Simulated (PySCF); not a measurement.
Sulfur: a sound run and one with changed settings

Sound run: S [Ne] 3s2 3p4, S⁺ [Ne] 3s2 3p3. All numbers are calculated (PySCF 2.14, no relativity, point nucleus, in 6-31G* (4s3p1d, 18 functions)). In the sound run the correlated levels freeze [Ne]. The sound run starts from symmetry-adapted Hartree-Fock orbitals and uses a fine grid where one is needed.

Changed run: basis STO-3G. This setting is unsound on purpose.

| species | method | sound run (hartree) | changed run (hartree) | converged |
| --- | --- | --- | --- | --- |
| S | UHF | -397.47464 | -393.13022 | yes |
| S | PBE | -397.90709 | -393.47892 | yes |
| S | LDA | -396.69242 | -392.24372 | yes |
| S | MP2 | -397.55092 | -393.13022 | yes |
| S⁺ | UHF | -397.13847 | -392.92422 | yes |
| S⁺ | PBE | -397.52667 | -393.21771 | yes |
| S⁺ | LDA | -396.30717 | -391.98220 | yes |
| S⁺ | MP2 | -397.20271 | -392.92422 | yes |

Ionisation energy of S:

```json
{"method": "UHF", "sound run (eV)": "9.148", "changed run (eV)": "5.606"}
{"method": "PBE", "sound run (eV)": "10.352", "changed run (eV)": "7.108"}
{"method": "LDA", "sound run (eV)": "10.483", "changed run (eV)": "7.116"}
{"method": "MP2", "sound run (eV)": "9.475", "changed run (eV)": "5.606"}
{"method": "SCS-MP2", "sound run (eV)": "9.503", "changed run (eV)": "5.606"}
```

A minimal basis cannot let orbitals breathe on ionisation and holds almost no correlation.

For comparison, NIST gives 10.360 eV between the lowest levels.
